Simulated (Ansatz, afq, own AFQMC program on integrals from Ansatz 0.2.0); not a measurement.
# W, quintet: AFQMC among the cluster methods

A free W atom.

Basis def2-SVP with its core potentials. Only valence electrons are correlated. Integrals, coupled cluster, full CI and functionals: Ansatz 0.2.0; the random walks run on the same integrals in our own AFQMC program. ph-AFQMC/CISD is guided by a CISD state made of CCSD amplitudes; releasing the constraint for a short imaginary time cuts its bias at the price of noise, slowly where states lie close. Uncertainties: one standard error, sampling alone. No spin–orbit coupling. The metal's outer-core s and p shells are frozen, which shifts wave-function levels against functionals.

Determinant: ROHF, the one that the program's search chose, which needn't be the lowest solution.

No full CI on the walks' own integrals is used here; CCSDTQ serves as the reference and is uncertain by about the last step of the cluster series.

Cautions: no spin-orbit coupling; outer-core shells of the metal frozen; a spin-contaminated unrestricted determinant lies lower (UHF 293 meV lower, ⟨S²⟩ 6.25); the search met a lower determinant of the same kind, perhaps of another symmetry (23 meV lower), and this one is a saddle point; strong correlation (T1 0.128, weight of the determinant 0.74, largest double 0.18); the released energies have errors that jump between times, so the bars are unsure, so no released level is given (meV from the phaseless value at times in 1/Eh: 13 ± 16 at 0.24, 1 ± 5 at 0.51, -8 ± 3 at 0.99, -8.1 ± 2.1 at 1.62, -20 ± 3 at 2.40); CCSDTQ on the UHF determinant differs (77 meV lower), by its state or its frozen core; a state of higher spin lies lower (by 519 meV).

- T1 diagnostic: 0.1277
- weight of the determinant in the CISD state: 0.743
- size of the correlated space: 6 electrons in 28 orbitals

```
  level  correlation energy (eV)
    MP2                  -1.9192
   CCSD                  -2.3111
CCSD(T)                  -2.4015
```

(1) Estimate where phaseless AFQMC with the Hartree–Fock trial lies against CCSD(T) on the same integrals.

(1) 18.5 ± 1.0 kJ/mol above CCSD(T).

Reference: CCSDTQ, correlation energy -2.388 eV. The cautions show a poor starting determinant, so the rows tell how each method copes with it here, and CCSDTQ is near closed.

```json
{"level": "CCSD(T)", "E − E(reference) (kJ/mol)": "-1.3", "share of correlation (%)": "100.58"}
{"level": "CCSDT", "E − E(reference) (kJ/mol)": "0.6", "share of correlation (%)": "99.76"}
{"level": "CCSDT(Q)", "E − E(reference) (kJ/mol)": "0.1", "share of correlation (%)": "99.97"}
{"level": "ph-AFQMC/HF", "E − E(reference) (kJ/mol)": "17.2 ± 1.0", "share of correlation (%)": "92.54"}
{"level": "ph-AFQMC/CISD", "E − E(reference) (kJ/mol)": "2.6 ± 0.3", "share of correlation (%)": "98.88"}
```

CCSDT and higher add their correlation energy to the determinant of the CCSD(T) run, since their own runs factorise the integrals more tightly (a shift of under 2 meV).
